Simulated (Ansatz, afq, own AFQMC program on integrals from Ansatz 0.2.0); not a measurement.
# BSiH₃, triplet in cc-pVTZ, levels against CCSDT(Q)

```xyz
5

B    -1.9887    0.0000    0.0000
H    -2.5855    1.0336    0.0000
H    -2.5855   -1.0336    0.0000
H    -0.7007    0.0000    0.0000
Si    0.9763    0.0000    0.0000
```

Connectivity, by distances: BH2 ··· Si, 1 bridging H.

Basis cc-pVTZ. Noble-gas cores (and the filled d shells of Ga–Kr and In–Xe) are frozen. Ansatz 0.2.0 and our own AFQMC program on the same integrals; the CISD trial comes from CCSD amplitudes, and released means the phaseless constraint is let go. ± is one standard error of the sampling.

Determinant: UHF, the one that the program's search chose, which needn't be the lowest solution. The geometry is a point of a scan.

No full CI on the walks' own integrals is used here; CCSDT(Q) serves as the reference and is uncertain by about the last step of the cluster series.

Cautions: lower spins were not checked; the released energies are still falling, so no released level is given (meV from the phaseless value at times in 1/Eh: -7 ± 5 at 0.24, -6 ± 5 at 0.51, -2 ± 6 at 0.99, -20 ± 6 at 1.62, -23 ± 7 at 2.40).

The T1 diagnostic is 0.0327 and the weight of the determinant in the CISD state is 0.859. The ⟨S²⟩ of the determinant is 2.040 and the size of the correlated space is 10 electrons in 100 orbitals.

Reference: CCSDT(Q), correlation energy -6.279 eV.

```csv
level,E − E(reference) (meV),share of correlation (%)
HF,6278.5,0.00
MP2,1345.8,78.57
CCSD,268.2,95.73
CCSD(T),56.8,99.10
CCSDT,9.8,99.84
ph-AFQMC/HF,-7.1 ± 26.5,100.11
ph-AFQMC/CISD,8.9 ± 5.0,99.86
```

A walk keeps the symmetry of its determinant, which the program's search chose and which needn't be the lowest solution, so a lower state of the same spin and another symmetry isn't excluded.
